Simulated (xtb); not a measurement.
xtb input file for propane (C₃H₈), SMILES CCC, GFN2-xTB. 

```
$ xtb mol.xyz --gfn 2 --ohess tight --chrg 0 --uhf 0 --json
$ cat mol.xyz
11

C      1.07990000     0.52520000    -0.35040000
C      0.13440000    -0.60270000    -0.06630000
C     -1.26250000    -0.07130000     0.36180000
H      2.13050000     0.13410000    -0.62590000
H      0.73390000     1.17130000    -1.09820000
H      1.29990000     1.12270000     0.54390000
H      0.52330000    -1.25730000     0.70590000
H      0.02750000    -1.17500000    -0.95410000
H     -1.89560000    -0.85850000     0.53780000
H     -1.13700000     0.50670000     1.26820000
H     -1.62700000     0.54140000    -0.37200000
```

Log of the run:

```
[banner left out]
          |                Calculation Setup                |
           -------------------------------------------------



           -------------------------------------------------
          |                 G F N 2 - x T B                 |
           -------------------------------------------------

        Reference                      10.1021/acs.jctc.8b01176
      * Hamiltonian:
        H0-scaling (s, p, d)           1.850000    2.230000    2.230000
        zeta-weighting                 0.500000
      * Dispersion:
        s8                             2.700000
        a1                             0.520000
        a2                             5.000000
        s9                             5.000000
      * Repulsion:
        kExp                           1.500000    1.000000
        rExp                           1.000000
      * Coulomb:
        alpha                          2.000000
        third order                    shell-resolved
        anisotropic                    true
        a3                             3.000000
        a5                             4.000000
        cn-shift                       1.200000
        cn-exp                         4.000000
        max-rad                        5.000000


          ...................................................
          :                      SETUP                      :
          :.................................................:
          :  # basis functions                  20          :
          :  # atomic orbitals                  20          :
          :  # shells                           14          :
          :  # electrons                        20          :
          :  max. iterations                   250          :
          :  Hamiltonian                  GFN2-xTB          :
          :  restarted?                      false          :
          :  GBSA solvation                  false          :
[...]
         7        2.0000           -0.4592350             -12.4964
         8        2.0000           -0.4372126             -11.8972
         9        2.0000           -0.4351558             -11.8412
        10        2.0000           -0.4239257             -11.5356 (HOMO)
        11                          0.1121756               3.0525 (LUMO)
        12                          0.1368243               3.7232
        13                          0.1420857               3.8663
        14                          0.1614676               4.3938
        15                          0.1723943               4.6911
        16                          0.2034430               5.5360
        17                          0.2317079               6.3051
        18                          0.2599179               7.0727
        19                          0.2689924               7.3197
        20                          0.3021394               8.2216
      -------------------------------------------------------------
                  HL-Gap            0.5361013 Eh           14.5881 eV
             Fermi-level           -0.1558750 Eh           -4.2416 eV

     #   Z          covCN         q      C6AA      α(0)
     1   6 C        3.752    -0.102    22.510     6.766
     2   6 C        3.799    -0.047    21.424     6.590
     3   6 C        3.752    -0.102    22.510     6.766
     4   1 H        0.925     0.031     2.576     2.510
     5   1 H        0.925     0.034     2.536     2.490
     6   1 H        0.925     0.034     2.536     2.490
     7   1 H        0.924     0.028     2.619     2.531
     8   1 H        0.924     0.028     2.618     2.530
     9   1 H        0.925     0.031     2.575     2.510
    10   1 H        0.925     0.034     2.536     2.490
    11   1 H        0.925     0.034     2.536     2.490

 Mol. C6AA /au·bohr⁶  :        723.112131
 Mol. C8AA /au·bohr⁸  :      14472.855831
 Mol. α(0) /au        :         40.162945


Wiberg/Mayer (AO) data.
largest (>0.10) Wiberg bond orders for each atom

 ---------------------------------------------------------------------------
     #   Z sym  total        # sym  WBO       # sym  WBO       # sym  WBO
 ---------------------------------------------------------------------------
     1   6 C    3.997 --     2 C    1.020     5 H    0.988     6 H    0.988
                             4 H    0.988
     2   6 C    3.998 --     3 C    1.020     1 C    1.020     8 H    0.980
                             7 H    0.980
     3   6 C    3.997 --     2 C    1.020    10 H    0.988    11 H    0.988
                             9 H    0.988
     4   1 H    0.999 --     1 C    0.988
     5   1 H    0.999 --     1 C    0.988
     6   1 H    0.999 --     1 C    0.988
     7   1 H    0.999 --     2 C    0.980
     8   1 H    0.999 --     2 C    0.980
     9   1 H    0.999 --     3 C    0.988
    10   1 H    0.999 --     3 C    0.988
    11   1 H    0.999 --     3 C    0.988
 ---------------------------------------------------------------------------

Topologies differ in total number of bonds
Writing topology from bond orders to xtbtopo.mol

molecular dipole:
                 x           y           z       tot (Debye)
 q only:       -0.002       0.008       0.001
   full:       -0.002       0.008       0.001       0.022
molecular quadrupole (traceless):
                xx          xy          yy          xz          yz          zz
 q only:        0.066       0.016       0.023      -0.052      -0.000      -0.089
  q+dip:       -0.527      -0.161      -0.015       0.357       0.028       0.542
   full:       -0.235      -0.072      -0.008       0.160       0.012       0.243

           -------------------------------------------------
          |                Geometry Summary                 |
           -------------------------------------------------

      molecular mass/u    :       44.0957337
   center of mass at/Å    :        0.0091553      -0.0348307      -0.0083714
  moments of inertia/u·Å² :        0.1720255E+02   0.5887318E+02   0.6667187E+02
Molecule has the following symmetry elements: (C2) 2*(sigma)
It seems to be the C2v point group
rotational constants/cm⁻¹ :        0.9799494E+00   0.2863381E+00   0.2528447E+00

 * 10 selected distances

     #   Z          #   Z                                           value/Å
     1   6 C        2   6 C                                       1.5237755 (max)
     2   6 C        3   6 C                                       1.5235023
     1   6 C        4   1 H                                       1.0877261
     1   6 C        5   1 H                                       1.0879696
     1   6 C        6   1 H                                       1.0879595
     2   6 C        7   1 H                                       1.0924058
     2   6 C        8   1 H                                       1.0923200
     3   6 C        9   1 H                                       1.0876277 (min)
     3   6 C       10   1 H                                       1.0879936
     3   6 C       11   1 H                                       1.0879721

 * 2 distinct bonds (by element types)

   Z      Z             #   av. dist./Å        max./Å        min./Å
   1 H    6 C           8     1.0889968     1.0924058     1.0876277
   6 C    6 C           2     1.5236389     1.5237755     1.5235023

           -------------------------------------------------
          |               Frequency Printout                |
           -------------------------------------------------
 projected vibrational frequencies (cm⁻¹)
eigval :       -0.00    -0.00     0.00     0.00     0.00     0.00
eigval :      206.01   257.17   374.26   793.46   928.25   935.58
eigval :      952.12  1116.50  1167.86  1207.65  1272.34  1344.95
eigval :     1413.19  1421.00  1499.09  1500.23  1503.94  1509.79
eigval :     1510.82  2967.36  2981.81  3027.16  3027.77  3032.40
eigval :     3035.47  3037.32  3037.82
 reduced masses (amu)
   1:  9.65   2:  7.74   3:  9.41   4:  8.66   5:  8.97   6:  6.74   7:  1.26   8:  2.36
   9:  7.42  10:  1.82  11:  1.90  12:  7.89  13:  2.93  14:  8.09  15:  6.53  16:  5.68
  17:  2.26  18:  4.62  19:  3.38  20:  3.10  21:  1.79  22:  1.54  23:  1.59  24:  1.52
  25:  1.68  26:  1.96  27:  1.48  28:  1.95  29:  1.90  30:  1.96  31:  1.90  32:  1.33
  33:  1.26
 IR intensities (km·mol⁻¹)
   1:  0.00   2:  0.00   3:  0.00   4:  0.00   5:  0.00   6:  0.00   7:  0.00   8:  0.01
   9:  0.67  10:  9.43  11:  0.00  12:  1.38  13:  4.18  14:  1.53  15:  4.28  16:  1.65
  17:  0.00  18:  3.16  19:  2.50  20:  0.40  21:  0.32  22:  0.00  23:  1.08  24:  4.12
  25:  1.69  26: 36.37  27: 31.14  28:  0.08  29: 11.70  30:113.55  31: 65.85  32: 59.97
  33: 27.97
 Raman intensities (Ä⁴*amu⁻¹)
   1:  0.00   2:  0.00   3:  0.00   4:  0.00   5:  0.00   6:  0.00   7:  0.00   8:  0.00
   9:  0.00  10:  0.00  11:  0.00  12:  0.00  13:  0.00  14:  0.00  15:  0.00  16:  0.00
  17:  0.00  18:  0.00  19:  0.00  20:  0.00  21:  0.00  22:  0.00  23:  0.00  24:  0.00
  25:  0.00  26:  0.00  27:  0.00  28:  0.00  29:  0.00  30:  0.00  31:  0.00  32:  0.00
  33:  0.00
 output can be read by thermo (or use thermo option).
 writing <g98.out> molden fake output.
 recommended (thermochemical) frequency scaling factor: 1.0
           -------------------------------------------------
          |             Thermodynamic Functions             |
           -------------------------------------------------

c2v symmetry found (for desy threshold:  0.10E+00) used in thermo

          ...................................................
          :                      SETUP                      :
          :.................................................:
          :  # frequencies                          27      :
          :  # imaginary freq.                       0      :
          :  linear?                             false      :
          :  only rotor calc.                    false      :
          :  symmetry                              c2v      :
          :  rotational number                       2      :
          :  scaling factor                  1.0000000      :
          :  rotor cutoff                   50.0000000 cm⁻¹ :
          :  imag. cutoff                  -20.0000000 cm⁻¹ :
Note: The following floating-point exceptions are signalling: IEEE_UNDERFLOW_FLAG IEEE_DENORMAL
normal termination of xtb
          :.................................................:

    mode    ω/cm⁻¹     T·S(HO)/kcal·mol⁻¹    T·S(FR)/kcal·mol⁻¹   T·S(vib)
   ------------------------------------------------------------------------
       1    206.01    -0.61979 ( 99.65%)    -0.63660 (  0.35%)    -0.61985
       2    257.17    -0.50115 ( 99.86%)    -0.57098 (  0.14%)    -0.50125
   ------------------------------------------------------------------------

   temp. (K)  partition function   enthalpy   heat capacity  entropy
                                   cal/mol     cal/K/mol   cal/K/mol   J/K/mol
 298.15  VIB   2.88                 1067.995      8.665      5.685
         ROT  0.993E+04              888.752      2.981     21.269
         INT  0.286E+05             1956.748     11.646     26.954
         TR   0.283E+27             1481.254      4.968     37.260
         TOT                        3438.0015    16.6143    64.2146   268.6739

       T/K    H(0)-H(T)+PV         H(T)/Eh          T*S/Eh         G(T)/Eh
   ------------------------------------------------------------------------
    298.15    0.547880E-02    0.108136E+00    0.305104E-01    0.776256E-01
   ------------------------------------------------------------------------

         :::::::::::::::::::::::::::::::::::::::::::::::::::::
         ::                  THERMODYNAMIC                  ::
         :::::::::::::::::::::::::::::::::::::::::::::::::::::
         :: total free energy         -10.423202386491 Eh   ::
         ::.................................................::
         :: total energy              -10.500827983404 Eh   ::
         :: zero point energy           0.102657217516 Eh   ::
         :: G(RRHO) w/o ZPVE           -0.025031620603 Eh   ::
         :: G(RRHO) contrib.            0.077625596913 Eh   ::
         :::::::::::::::::::::::::::::::::::::::::::::::::::::

optimized geometry written to: xtbopt.xyz


           -------------------------------------------------
          | TOTAL ENERGY              -10.500827983404 Eh   |
          | TOTAL ENTHALPY            -10.392691961706 Eh   |
          | TOTAL FREE ENERGY         -10.423202386491 Eh   |
          | GRADIENT NORM               0.000289545064 Eh/α |
          | HOMO-LUMO GAP              14.588058640260 eV   |
           -------------------------------------------------

------------------------------------------------------------------------
------------------------------------------------------------------------
 total:
 SCF:
 ANC optimizer:
 analytical hessian:
```

The run converged.
